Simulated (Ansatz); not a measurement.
An Ansatz input:

```yaml
crystal:
  lattice:
    - [12.0, 0.0, 0.0]
    - [0.0, 12.3, 0.0]
    - [0.0, 0.0, 12.6]
  atoms:
    - { symbol: "N", position: [0.5, 0.5, 0.4563492063] }
    - { symbol: "N", position: [0.5, 0.5, 0.5436507937] }
hamiltonian:
  xc: r2scan
  pseudopotentials:
    kind: paw
    azcp:
      "N": "pseudopotentials/N.paw.azcp"
basis:
  ecutwfc: 500
  fft_grid_basis: typed
kpoints:
  mp_grid: { grid: [1, 1, 1], shift: [0, 0, 0] }
magnetization:
  spin_polarized: false
scf:
  occupations: { method: fermi_dirac, width: 0.01 }
relax:
  max_steps: 60
  f_tol: 0.01
```

Terminal output

```
Engine: ansatz 0.2.0, x86_64-unknown-linux-gnu
Pseudopotentials: kind: paw
Pseudopotential: N, paw, valence charge 5, recommended cutoff 500 eV (meta_gga) 
Functional definition: r2SCAN
  parameter k0 = 0.174
  parameter k1 = 0.065
  parameter a1 = 4.9479
  exchange = r2scan_x(k0 = k0, k1 = k1, a1 = a1)
  correlation = r2scan_c
Crystal: 2 atoms, lattice volume = 1859.760 Å³
Basis set: ecut = 500 eV, 47207 PW (Γ), exchange–correlation on 360×360×384 points (64 copies of the dense FFT grid, shifted against one another)
Bands: 9, of which v1, the nominal top of the filled ones, is band 5 counted from 1 (4 counted from 0)
Symmetry: 8 space group operations
Space group: Pmmm (ITA 47), of the structure as read, at distance tolerance 1.2e-4 Å
k-points: 1
Non-local potential: N, projectors of the file, l = 0: 2, l = 1: 2, l = 2: 1
PAW form: soft (Blöchl's): semilocal exchange-correlation on the pseudo side does not see the compensation charge
PAW frozen core: N, regenerated for the run's functional (the file was generated under x = pbe(κ = 0.804, μ = 0.2195149727645171), c = pbe(β = 0.06672455060314922))
PAW one-centre angular grid: N, 302 points (default); XC on 160 Gauss nodes
Initial density: superposition of atomic densities (neutral atoms: chi_scale 0, normalization atom), corrected by the library's trained network
Initial wavefunctions: pseudopotential atomic-orbital guess
Functional: x = r2scan, c = r2scan; τ floored in thin density (d = 2e-4 eV/Å³)
SCF iter   1: F=—  HF=-769.595104 eV  |F-HF|=—  |Δ(HF+E_count)|=         —  Δρ=1.57e-3  dr2=2.10e-2  dr2_τ=4.25e-1  ethr=1.77e-3  ⟨swp⟩=5.0  Hψ=58  notcnv=0
SCF iter   2: F=—  HF=-769.613578 eV  |F-HF|=—  |Δ(HF+E_count)|=   1.85e-2  Δρ=7.23e-4  dr2=2.77e-3  dr2_τ=6.74e-4  ethr=2.10e-4  ⟨swp⟩=3.0  Hψ=29  notcnv=0
SCF iter   3: F=—  HF=-769.619237 eV  |F-HF|=—  |Δ(HF+E_count)|=   5.66e-3  Δρ=1.67e-4  dr2=1.49e-4  dr2_τ=3.00e-5  ethr=2.77e-5  ⟨swp⟩=6.0  Hψ=24  notcnv=0
SCF iter   4: F=—  HF=-769.620339 eV  |F-HF|=—  |Δ(HF+E_count)|=   1.10e-3  Δρ=1.52e-5  dr2=2.02e-6  dr2_τ=4.50e-7  ethr=1.49e-6  ⟨swp⟩=9.0  Hψ=27  notcnv=0
iter 5 did not close the SCF: its close was put off for the readings that it lacked (scf_convergence_deferred on its scf_iter line)
SCF iter   5: F=-769.620386 eV  HF=-769.620386 eV  |F-HF|=4.32e-7  |Δ(HF+E_count)|=   4.67e-5  Δρ=2.99e-6  dr2=6.10e-8  dr2_τ=9.95e-9  ethr=2.02e-8  ⟨swp⟩=6.0  Hψ=33  notcnv=0
SCF iter   6: F=-769.620386 eV  HF=-769.620386 eV  |F-HF|=3.28e-8  |Δ(HF+E_count)|=   4.34e-7  Δρ=2.36e-7  dr2=4.16e-10  dr2_τ=8.68e-11  ethr=6.10e-10  ⟨swp⟩=2.0  Hψ=28  notcnv=0
SCF 1 converged in 6 iterations: F = -769.620386 eV  dr2 = 4.16e-10
relax step   1: F+E_penalty+E_count = -769.62038645 eV  Δ(F+E_penalty+E_count) = +0.000e0 eV  max|allowed force component| = 1.025e0 eV/Å  Δτ_max = 0.0000 Å  (6 SCF iters, dr2 threshold 2.50e-6 eV, accepted)
Initial density: handed on by an earlier stage of this run
Initial wavefunctions: those handed on with the density
iter 1 solved again at ethr=1.16e-5 eV; its pass at ethr=3.10e-3 eV (dr2=1.16e-3 eV) is discarded
SCF iter   1: F=—  HF=-769.624083 eV  |F-HF|=—  |Δ(HF+E_count)|=         —  Δρ=3.72e-4  dr2=1.52e-3  dr2_τ=2.01e-3  ethr=1.16e-5  ⟨swp⟩=2.0  Hψ=49  notcnv=0
SCF iter   2: F=—  HF=-769.623863 eV  |F-HF|=—  |Δ(HF+E_count)|=   2.20e-4  Δρ=1.17e-4  dr2=7.52e-5  dr2_τ=8.81e-6  ethr=1.16e-5  ⟨swp⟩=6.0  Hψ=27  notcnv=0
SCF iter   3: F=-769.623947 eV  HF=-769.623890 eV  |F-HF|=5.72e-5  |Δ(HF+E_count)|=   2.72e-5  Δρ=3.24e-5  dr2=4.44e-6  dr2_τ=1.23e-6  ethr=6.56e-7  ⟨swp⟩=4.0  Hψ=28  notcnv=0
SCF 2 converged in 3 iterations: F = -769.623947 eV  dr2 = 4.44e-6
relax step   2: F+E_penalty+E_count = -769.62394710 eV  Δ(F+E_penalty+E_count) = -3.561e-3 eV  max|allowed force component| = 1.346e-1 eV/Å  Δτ_max = 0.0039 Å  (3 SCF iters, dr2 threshold 6.56e-5 eV, accepted)
SCF iter   1: F=—  HF=-769.623952 eV  |F-HF|=—  |Δ(HF+E_count)|=         —  Δρ=3.34e-5  dr2=2.00e-5  dr2_τ=2.04e-5  ethr=2.02e-6  ⟨swp⟩=5.0  Hψ=39  notcnv=0
SCF iter   2: F=-769.624000 eV  HF=-769.623994 eV  |F-HF|=5.65e-6  |Δ(HF+E_count)|=   4.24e-5  Δρ=6.33e-6  dr2=5.52e-7  dr2_τ=3.51e-7  ethr=1.13e-8  ⟨swp⟩=3.0  Hψ=53  notcnv=0
SCF 3 converged in 2 iterations: F = -769.624000 eV  dr2 = 5.52e-7
relax step   3: F+E_penalty+E_count = -769.62399975 eV  Δ(F+E_penalty+E_count) = -5.265e-5 eV  max|allowed force component| = 6.115e-3 eV/Å  Δτ_max = 0.0005 Å  (2 SCF iters, dr2 threshold 1.13e-6 eV, accepted)
iter 1 solved again at ethr=5.52e-9 eV; its pass at ethr=3.10e-3 eV (dr2=5.52e-7 eV) is discarded
SCF iter   1: F=—  HF=-769.623994 eV  |F-HF|=—  |Δ(HF+E_count)|=         —  Δρ=6.33e-6  dr2=5.51e-7  dr2_τ=3.51e-7  ethr=5.52e-9  ⟨swp⟩=1.0  Hψ=42  notcnv=0
SCF iter   2: F=-769.624000 eV  HF=-769.623997 eV  |F-HF|=2.98e-6  |Δ(HF+E_count)|=   2.87e-6  Δρ=2.41e-6  dr2=3.08e-8  dr2_τ=1.77e-8  ethr=1.00e-9  ⟨swp⟩=3.0  Hψ=40  notcnv=0
SCF 4 converged in 2 iterations: F = -769.624000 eV  dr2 = 3.08e-8
relax step   4: F+E_penalty+E_count = -769.62399996 eV  Δ(F+E_penalty+E_count) = -2.069e-7 eV  max|allowed force component| = 9.214e-3 eV/Å  Δτ_max = 0.0000 Å  (2 SCF iters, accepted)
iter 1 solved again at ethr=3.09e-10 eV; its pass at ethr=3.10e-3 eV (dr2=3.09e-8 eV) is discarded
SCF iter   1: F=—  HF=-769.623997 eV  |F-HF|=—  |Δ(HF+E_count)|=         —  Δρ=2.41e-6  dr2=3.08e-8  dr2_τ=1.77e-8  ethr=3.09e-10  ⟨swp⟩=1.0  Hψ=50  notcnv=0
SCF iter   2: F=-769.624000 eV  HF=-769.623999 eV  |F-HF|=5.88e-7  |Δ(HF+E_count)|=   2.42e-6  Δρ=1.22e-6  dr2=5.67e-9  dr2_τ=1.81e-9  ethr=3.08e-10  ⟨swp⟩=4.0  Hψ=27  notcnv=0
SCF 5 converged in 2 iterations: F = -769.624000 eV  dr2 = 5.67e-9
SCF converged after 2 iterations
Free energy (F): -769.624000 eV
Harris-Foulkes:  -769.623999 eV  (|F-HF|=5.88e-7)
Internal energy: -769.624000 eV  (E = F + TS)
E sigma→0 (E₀):  -769.624000 eV
Fermi energy:    -6.073276 eV
--- Per-component energies (eV) ---
  E_band       = -156.393939
  E_kinetic    = 251.387172
  E_local      = -1505.086272  (includes V_loc(G=0)·N_el)
  E_nonlocal   = 95.199199
  E_hartree    = 596.754957
  E_xc         = -113.601094
  E_vxc        = -164.017082  (∫ρ·V_xc dr)
  E_paw        = -257.979448  (= ΣΔE_a)
  E_vpaw       = -39.500523  (= ΣTr[D̂ρ^β])
  E_aug_tail   = 0.000036  (compensation charges beyond the density's cutoff)
  E_vtau       = 12.112834  (kinetic-family band-sum trace: ∫τ·v_τ [+ j·A + Jᵃ·Aᵃ] dr)
  E_ewald      = 163.760579
  E_core_change = -0.059129  (= ΣΔE_core)
  E_smearing   = -0.000000  (= −TS)
  E_closure    = 0.000000  (closes the sum)
  Σ components = -769.624000   (vs F -769.624000, Δ=0.00e0)
--- Forces (eV/Å), atoms counted from 1 ---
  atom   1  N      0.00000000     0.00000000     0.00995248
  atom   2  N      0.00000000    -0.00000000    -0.00995248
  max |Σ_I F_I| component: 0.00e0 eV/Å
--- Relaxed structure (4 steps of the walk, 4 accepted, 0 SCFs on fresh bases) ---
  F+E_penalty+E_count = -769.62399996 eV   max|allowed force component| = 9.214e-3 eV/Å
  atoms:
    - { symbol: N, position: [0.5, 0.49999999999999994, 0.4566240053574025] }
    - { symbol: N, position: [0.5, 0.49999999999999994, 0.5433759946425976] }
```
